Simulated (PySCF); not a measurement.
Compound: BH2F.
SMILES: `BF`

All values: CAM-B3LYP/def2-SVPD (PySCF, non-relativistic), on one gas-phase PBE0-D3(BJ)/def2-SVP geometry that isn't relaxed in the solvent. The solvent is an IEF-PCM continuum (van der Waals radii × 1.2), and excitations are vertical TDDFT with non-equilibrium linear response and a frozen core. Specific hydrogen bonds and non-electrostatic terms are outside this model.

Gas-phase singlets (H = HOMO, L = LUMO):

| state | E (eV) | λ (nm) | f | leading configurations |
| --- | --- | --- | --- | --- |
| S1 | 6.025 | 206 | 0.000 | H→L 99% |
| S2 | 8.927 | 139 | 0.047 | H→L+1 94% |
| S3 | 9.926 | 125 | 0.094 | H-1→L 96% |
| S4 | 9.967 | 124 | 0.031 | H→L+2 93% |
| S5 | 10.432 | 119 | 0.000 | H-3→L 98% |

Q: How does the list change in dimethylsulfoxide (ε = 46.83)?

A: 
```json
{"state": "S1", "E (eV)": "6.067", "λ (nm)": "204", "f": "0.000", "leading configurations": "H→L 99%", "change by rank (eV)": "+0.042"}
{"state": "S2", "E (eV)": "8.853", "λ (nm)": "140", "f": "0.055", "leading configurations": "H→L+1 94%", "change by rank (eV)": "-0.074"}
{"state": "S3", "E (eV)": "9.927", "λ (nm)": "125", "f": "0.122", "leading configurations": "H-1→L 97%", "change by rank (eV)": "+0.001"}
{"state": "S4", "E (eV)": "9.951", "λ (nm)": "125", "f": "0.052", "leading configurations": "H→L+2 92%", "change by rank (eV)": "-0.016"}
{"state": "S5", "E (eV)": "10.630", "λ (nm)": "117", "f": "0.000", "leading configurations": "H-3→L 98%", "change by rank (eV)": "+0.198"}
```

Q: What are the lowest 5 singlets in water (ε = 78.36)?

A: 
```
state  E (eV)  λ (nm)      f  leading configurations  change by rank (eV)
   S1   6.074     204  0.000                 H→L 99%               +0.049
   S2   8.859     140  0.052               H→L+1 94%               -0.068
   S3   9.947     125  0.116               H-1→L 97%               +0.021
   S4   9.963     124  0.048               H→L+2 92%               -0.004
   S5  10.634     117  0.000               H-3→L 98%               +0.202
```

Q: The ground-state energy changes by -0.039 eV from gas to water. By how much does the total energy of gas-phase S1 change?

A: E(S1) = E(S0) + excitation energy, so it changes by -0.039 + 0.049 = +0.010 eV: it isn't lowered at all, while the ground state is. This is the vertical state, with the slow part of the continuum still set for S0.

Q: How do the frontier levels move from gas to water?

A: 
| orbital | gas (eV) | solvent (eV) | change (eV) |
| --- | --- | --- | --- |
| LUMO+2 | 2.75 | 2.83 | +0.08 |
| LUMO+1 | 1.27 | 1.34 | +0.07 |
| LUMO | -0.11 | 0.08 | +0.19 |
| HOMO | -10.88 | -10.77 | +0.11 |
| HOMO-1 | -14.30 | -14.17 | +0.13 |
| HOMO-2 | -14.95 | -14.99 | -0.04 |
| HOMO-3 | -15.39 | -15.42 | -0.03 |

The HOMO–LUMO gap goes from 10.77 to 10.85 eV.
